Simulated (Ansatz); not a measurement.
`C=C(O)NC` + H₂ → `C=CNC` + H₂O at 298.15 K and 1 bar (hydrogenolysis of a C–O bond).

Gas-phase electronic energies from Ansatz, PBE0-D4/def2-TZVP geometries. CCSD(T)/CBS is the MP2 limit (def2-TZVPP, def2-QZVPP) plus CCSD(T) − MP2 in def2-TZVPP, frozen cores. This one scheme is used for every species. One conformer a species, not always the lowest.

| species | CCSD(T)/CBS energy (Eh) | H − E (kJ/mol) | S (J/(mol·K)) |
| --- | --- | --- | --- |
| `C=C(O)NC` | -248.21918 | 287.0 | 315.4 |
| H₂ | -1.17544 | 35.1 | 130.4 |
| `C=CNC` | -173.03872 | 271.9 | 295.0 |
| H₂O | -76.37941 | 66.4 | 188.7 |

H − E and S are ideal-gas, rigid-rotor, harmonic terms from PBE0-D4/def2-TZVP, for one conformer and one mirror image of each species. The MP2-based limit puts H₂ 0.8 mEh under its directly extrapolated value; such offsets cancel only in part. 1 Eh = 2625.50 kJ/mol, R = 8.31446 J/(mol·K).

Q: By hand: ΔE, ΔH, ΔS and ΔG.

A: ΔE = (-173.03872) + (-76.37941) − (-248.21918) − (-1.17544) = -0.02351 Eh = -61.7 kJ/mol. Δ(H − E) = 271.9 + 66.4 − 287.0 − 35.1 = 16.2, so ΔH = -45.5 kJ/mol. ΔS = 295.0 + 188.7 − 315.4 − 130.4 = 37.9 J/(mol·K). ΔG = -45.5 − 298.15 × (37.9)/1000 = -56.8 kJ/mol.

Q: By hand: the equilibrium constant, and the temperature at which ΔG would vanish if ΔH and ΔS stayed fixed.

A: log₁₀ K = −ΔG/(RT ln 10) = 10.0. ΔH and −TΔS have one sign here, so there is no such temperature.

ΔH outweighs TΔS. A doubt of 5 kJ/mol in ΔE shifts log₁₀ K by 0.9 here. Other conformers and mirror images would add mixing entropy, several J/(mol·K) or more a flexible species. These are equilibria of isolated gas molecules and say nothing of rates. Largest T1 diagnostic: 0.011 (customary marks: 0.02 for closed shells, 0.045 for open ones).
